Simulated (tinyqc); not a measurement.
Extended Hueckel theory, for H2O+, step by step. The parameters take no account of the charge, which enters only through the electron count. One step of it, computed by the program tinyqc.

Question. Wolfsberg-Helmholz matrix. H_ij = K' S_ij (H_ii + H_jj)/2 for i != j (the diagonal keeps H_ii), with K' = 2.

overlap S:
```
           1O 2s    1O 2px     1O 2py    1O 2pz     2H 1s      3H 1s
1O 2s   1.000000  0.000000   0.000000  0.000000  0.454386   0.454386
1O 2px  0.000000  1.000000   0.000000  0.000000  0.000000   0.000000
1O 2py  0.000000  0.000000   1.000000  0.000000  0.313412  -0.313412
1O 2pz  0.000000  0.000000   0.000000  1.000000  0.230935   0.230935
2H 1s   0.454386  0.000000   0.313412  0.230935  1.000000   0.211356
3H 1s   0.454386  0.000000  -0.313412  0.230935  0.211356   1.000000
```

diagonal H_ii (eV): 1O 2s -32.300000, 1O 2px -14.800000, 1O 2py -14.800000, 1O 2pz -14.800000, 2H 1s -13.600000, 3H 1s -13.600000

K = 2.000000

Give: H.

Answer.

H (eV):
```
          1O 2s   1O 2px   1O 2py   1O 2pz    2H 1s    3H 1s
1O 2s   -32.300    0.000    0.000    0.000  -20.856  -20.856
1O 2px    0.000  -14.800    0.000    0.000    0.000    0.000
1O 2py    0.000    0.000  -14.800    0.000   -8.901    8.901
1O 2pz    0.000    0.000    0.000  -14.800   -6.559   -6.559
2H 1s   -20.856    0.000   -8.901   -6.559  -13.600   -5.749
3H 1s   -20.856    0.000    8.901   -6.559   -5.749  -13.600
```
